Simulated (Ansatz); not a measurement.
Input file:

```yaml
crystal:
  periodic: [false, false, false]
  atoms:
    - {symbol: Al, position_ang: [0.000000, 0.000000, 0.841583]}
    - {symbol: Al, position_ang: [0.000000, 0.000000, -5.548268]}
    - {symbol: H, position_ang: [0.000000, 0.000000, 4.706685]}
basis:
  gaussian: {orbitals: aug-cc-pVDZ}
magnetization: {spin_polarized: false, initial_magnetization: 1}
hamiltonian: {xc: pbe0}
correlation: {active_space: {window: {electrons: 3, orbitals: 3}}}
```

```sh
$ ansatz run in.yaml --threads 1 --pin off --events-out ev --progress --plain --max-ram 2393MiB
```

How does this run end?

Refused. The input was made wrong on purpose (active space on a functional), so the run isn't a sound calculation of what was asked.
```
Error: invalid value for `correlation.active_space`: it starts from restricted Hartree–Fock orbitals; set hamiltonian.xc: hf without magnetization.spin_polarized
```
